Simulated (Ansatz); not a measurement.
C3H6O2, SMILES `C=COCO`, relaxed with RKS PBE-D4/def2-SVP in the Gaussian-basis code of Ansatz from a rough embedded geometry. The force threshold is 0.03 eV/Å; the program also tests the step.

The species carries charge 0 and has multiplicity 1.

Start:

```xyz
11

C     1.531   -0.654   -0.642
C     1.057    0.548   -0.468
O    -0.123    0.956    0.085
C    -1.005   -0.051    0.643
O    -2.157    0.580    1.142
H     2.458   -0.862   -1.160
H     0.955   -1.588   -0.379
H     1.626    1.408   -0.711
H    -1.301   -0.715   -0.256
H    -0.511   -0.672    1.348
H    -2.531    1.050    0.398
```

Task: How much energy does the relaxation release, and in how many steps? (An estimate is asked.)

Result: The calculation gave: 7.34 kcal/mol, in 5 steps, 1 of them rejected.

Task: Which bonds change most? (Estimate.)

Result: Ansatz gave: C4–H10 from 1.061 to 1.114 Å; C1–C2 from 1.303 to 1.351 Å; C2–H8 from 1.060 to 1.103 Å; C4–H9 from 1.156 to 1.122 Å.

Task: Give the relaxed structure. (Estimate.)

Result: The calculation gave: 
```xyz
11

C     1.493   -0.700   -0.645
C     1.048    0.561   -0.455
O    -0.111    0.964    0.117
C    -1.013   -0.049    0.569
O    -2.113    0.548    1.148
H     2.470   -0.850   -1.123
H     0.938   -1.597   -0.337
H     1.638    1.438   -0.771
H    -1.263   -0.704   -0.307
H    -0.519   -0.671    1.350
H    -2.568    1.062    0.454
```
